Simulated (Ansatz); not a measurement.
## How far a parabola holds: energy against volume of diamond

Results of LDA (plane waves, PAW; Ansatz, a first-principles code) for diamond. Numerical settings: plane-wave cutoff 520 eV, 16×16×16 k mesh, Fermi–Dirac smearing 0.01 eV, scalar-relativistic PAW data made under PBE. The cell has no free parameter but its volume, all volumes share cutoff and mesh, and the runs aren't spin-polarised. Energies are free energies at the run's smearing, counted from the lowest row; static lattice.

| V (Å³/atom) | E (meV/atom) |
|---|---|
| 5.286 | 13.79 |
| 5.396 | 3.36 |
| 5.506 | 0.00 |
| 5.617 | 3.08 |
| 5.727 | 12.02 |
| 5.837 | ? |

Question: Using a parabola, estimate the missing E at V = 5.837 from the other rows, showing the fit.

Answer: With u = V - 5.51, the rows have u = -0.22400, -0.11400, -0.00400, 0.10700, 0.21700. Least squares gives E = -0.024 - 1.603·u + 265.691·u². Residuals (row less fit): 0.124, -0.252, 0.013, 0.234, -0.119; standard error 0.272 (degrees of freedom: 2). The fitted curve has its minimum at V = 5.51, where E = -0.03. Its curvature is d²E/dV² = 2 × 265.691 meV/Å⁶, so B = V0·d²E/dV² × 0.1602 = 469 GPa. At the withheld row, u = 0.32700, so E = -0.024 - 1.603 × 0.32700 + 265.691 × 0.32700² = 27.862 meV/atom. The calculation gives 26.31 meV/atom, 1.552 meV/atom below the prediction (5.9 % of the range of E in the table). The row lies outside the fitted rows, so this is an extrapolation. From the scatter of the fitted rows alone, a prediction at this place has a standard error of 0.642 meV/atom, so the miss is 2.4 times that.

The residuals are curvature that a parabola lacks, not noise. A solid that stiffens under compression and softens on expansion lies above the parabola at the compressed end and under it at the expanded end, as this row does. A third-order Birch-Murnaghan fit to the whole scan has B0 = 468 GPa. Only scans are tabulated whose curvature falls smoothly with volume, and where the parabola meets the shown rows within 5 % of their range and misses the end by 0.1 meV or more.

Measured, for comparison: bulk modulus 455 GPa (0 K value with the zero-point phonon effect removed; as tabulated in Mejia-Rodriguez and Trickey (2018), arXiv:1807.09216). Computed less measured: bulk modulus +2.9 %.
